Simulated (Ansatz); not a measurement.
**NS+ (quintet): wave-function methods side by side, cc-pVTZ**

How much of the correlation energy of NS+ (quintet) does each wave-function method recover here?

The runs use Ansatz 0.2.0, Gaussian basis; cc-pVTZ, core rule «outside noble gas», up to 6 orbitals frozen.

To be run: UHF; CCSD(T) on ROHF; CCSD(T) on UHF; BCCD(T) on ROHF; CISD; CCSDT(Q) on ROHF; CCSDT(Q) on UHF; CASSCF and MRCISD+Q, 10 electrons in 8 orbitals; CASSCF and NEVPT2, 10 electrons in 8 orbitals.

12 further runs of the same task are left out: 4 that didn't finish, 8 set aside as unsound or not needed.

## 1. The geometry

The geometry is a PBE0/def2-TZVP stationary point (not a proven minimum) of the parent state, kept for this charge and spin.

2 atoms, charge 1, spin multiplicity 5.

Atoms are counted from 1 here; the program's logs count them from 0.

Bond lengths: N1–S2 1.595 Å.

## 2. UHF

in.yaml reads:

```yaml
crystal:
  periodic: [false, false, false]
  atoms:
    - {symbol: N, position_ang: [0.000000, 0.000000, 0.000000]}
    - {symbol: S, position_ang: [0.000000, 0.000000, 1.594600]}
basis:
  gaussian: {orbitals: cc-pVTZ}
total_charge: 1
magnetization: {spin_polarized: true, initial_magnetization: 4}
hamiltonian: {xc: hf}
output: {orbitals: {seedname: orbitals}}
```

Started as:

```
ansatz run in.yaml --threads 1 --pin off --events-out ev --progress --plain --max-ram 2393MiB
```

After this run come: CCSD(T) on ROHF; CCSD(T) on UHF; BCCD(T) on ROHF; CISD; CCSDT(Q) on ROHF; CCSDT(Q) on UHF; CASSCF and MRCISD+Q, 10 electrons in 8 orbitals; CASSCF and NEVPT2, 10 electrons in 8 orbitals.

Q: Predict the results of all the runs planned. Wanted: UCCSDT(Q) below the RHF energy; RMP2 from UCCSDT(Q); UMP2 from UCCSDT(Q); RCCSD from UCCSDT(Q); RCCSD(T) from UCCSDT(Q); UCCSD(T) from UCCSDT(Q); RCCSDT(Q) from UCCSDT(Q); NEVPT2 valence from UCCSDT(Q); MRCISD+Q valence from UCCSDT(Q).

As calculated:

```
                         quantity                      value
   UCCSDT(Q) below the RHF energy                 -7.6510 eV
              RMP2 from UCCSDT(Q)                +1215.7 meV
              UMP2 from UCCSDT(Q)                +1293.0 meV
             RCCSD from UCCSDT(Q)                 +303.0 meV
          RCCSD(T) from UCCSDT(Q)                  +51.5 meV
          UCCSD(T) from UCCSDT(Q)                  +49.0 meV
         RCCSDT(Q) from UCCSDT(Q)                   +4.2 meV
    NEVPT2 valence from UCCSDT(Q)                +1284.4 meV
  MRCISD+Q valence from UCCSDT(Q)                  +81.3 meV
levels within 1 kcal/mol (43 meV)  RCCSDT, UCCSDT, RCCSDT(Q)
                    T1 diagnostic                      0.021
   effectively unpaired electrons                       4.01
```

What this shows: RCCSD(T) lands +51.5 meV from the yardstick (0.7 % of the correlation energy). One determinant dominates. Of the multireference levels listed MRCISD+Q valence comes nearest in total energy (+81.3 meV), which doesn't show that its space is the better one. These misses are within one basis, not against nature; the frozen cores of restricted and unrestricted runs differ, which can shift their rows.
